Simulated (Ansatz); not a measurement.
Basis-set extrapolation for C2H5FN2, SMILES `FC1NCN1` (PBE0-D4/def2-TZVP geometry, frozen core, the Gaussian-basis code of Ansatz). Multiplicity 1, RHF reference.

|  | def2-TZVPP | def2-QZVPP |
| --- | --- | --- |
| HF | -287.058286 | -287.071175 |
| MP2 correlation | -0.992103 | -1.067141 |
| CCSD(T) correlation | -1.056302 | not run |

Energies in hartree. Use E(X) = E(∞) + A·exp(−7.88·√X) for Hartree–Fock and E(X) = E(∞) + B·X^(−2.97) for correlation, with X = 3 and 4, and add CCSD(T) minus MP2 of the smaller set to the MP2 limit.

Problem. What is the CCSD(T) energy at the basis-set limit?

Solution. HF limit: -287.071175 + (-0.012889) × 0.13774 = -287.07295. MP2 limit: -1.067141 + (-0.075038) × 0.74074 = -1.12272. Higher-order term: -1.056302 − (-0.992103) = -0.06420. Total: -288.25987 hartree, 381.4 kJ/mol below CCSD(T)/def2-TZVPP.
